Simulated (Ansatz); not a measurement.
Species: C$_{4}$H$_{6}$, SMILES `C=CC=C` (C–C–C–C torsion 180°) (charge 0, multiplicity 1).

Question: Give a relaxed geometry from Ansatz (a quantum-chemistry and plane-wave program) with PBE-D3(BJ)/def2-TZVP.

Answer: Several could match; the one computed here: the end point of this relaxation, one of several conformers (outside a Z-matrix the atoms follow the SMILES, hydrogens last).
Z-matrix (Å, degrees):
```
C
C 1 1.3440
H 2 1.0900 1 121.77
H 2 1.0926 3 117.08 1 180.00
H 1 1.0959 2 119.42 3 0.00
C 1 1.4508 5 116.32 2 -180.00
C 6 1.3440 1 124.25 5 0.00
H 7 1.0900 6 121.77 1 -180.00
H 7 1.0926 8 117.08 6 180.00
H 6 1.0959 7 119.42 8 0.00
```
